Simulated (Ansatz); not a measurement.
A nudged elastic band was laid between two geometries of C2H5FOS (10 atoms, charge 0, multiplicity 1).

Computed with Ansatz, RHF/def2-SVP.

| Property | Result |
| --- | --- |
| movable images | 8 |
| climbing image | no |
| spring | 5.0 eV/Å² |
| optimiser | quadratic models (default) |
| start path | through a guess of the saddle point |
| force threshold | 0.03 eV/Å |
| iteration limit | 42 |
| end points | relaxed |

Image 0:

```xyz
10
Properties=species:S:1:pos:R:3
C -1.138 -0.005 0.207
C 0.298 -0.098 -0.242
O 0.406 0.395 -1.500
F 0.666 -1.405 -0.238
S 1.479 0.804 0.842
H -1.753 -0.575 -0.488
H -1.247 -0.417 1.208
H -1.460 1.034 0.207
H 1.303 0.331 -1.800
H 1.530 -0.114 1.808
```

Image 9:

```xyz
10
Properties=species:S:1:pos:R:3
C -1.138 0.014 0.209
C 0.294 -0.056 -0.259
O 0.438 0.706 -1.370
F 0.586 -1.348 -0.557
S 1.518 0.504 0.996
H -1.278 -0.608 1.091
H -1.400 1.042 0.446
H -1.780 -0.349 -0.594
H 1.332 0.660 -1.682
H 1.511 -0.615 1.722
```

(1) Which bonds break or form, and what moves?

(2) Give the energies along the band, and the barrier.

(3) What is the geometry of the highest image?

Results:

(1) No bond is made or broken. The dihedral H7–C1–C2–S5 goes from -60 to 61°. The two ends are copies of one structure, up to a mirror image or an exchange of like atoms.

(2) It converged. The highest image is number 4 of 0 to 9, 0.191 eV above the ends, which have the same energy within 2 meV. No image climbed, so the highest image needn't sit at the top of the path.

| image | path coordinate (Å) | energy (eV) | dihedral H7–C1–C2–S5 (°) |
| --- | --- | --- | --- |
| 0 | 0.00 | 0.000 | -60 |
| 1 | 0.37 | 0.023 | -46 |
| 2 | 0.75 | 0.082 | -33 |
| 3 | 1.12 | 0.149 | -19 |
| 4 | 1.49 | 0.191 | -5 |
| 5 | 1.86 | 0.188 | 8 |
| 6 | 2.24 | 0.143 | 22 |
| 7 | 2.61 | 0.077 | 36 |
| 8 | 2.98 | 0.021 | 49 |
| 9 | 3.35 | 0.000 | 61 |

(3) 
```xyz
10
Properties=species:S:1:pos:R:3:forces:R:3
C -1.144 0.014 0.218 0.00 0.01 -0.02
C 0.302 -0.069 -0.256 0.01 0.00 0.01
O 0.438 0.622 -1.416 0.00 0.00 -0.01
F 0.617 -1.371 -0.481 0.00 -0.01 0.01
S 1.549 0.576 0.939 -0.01 0.01 -0.01
H -1.596 -0.973 0.145 -0.01 0.00 -0.03
H -1.220 0.365 1.242 0.00 -0.03 0.02
H -1.689 0.699 -0.429 0.01 0.02 0.02
H 1.327 0.550 -1.734 0.00 -0.01 0.00
H 1.500 -0.463 1.775 0.00 0.01 0.00
```

Time of the run: 6 min on 1 thread of Intel(R) Xeon(R) Processor @ 2.50GHz (Skylake/Cascade Lake), on a shared host, peak memory 0.2 GiB.
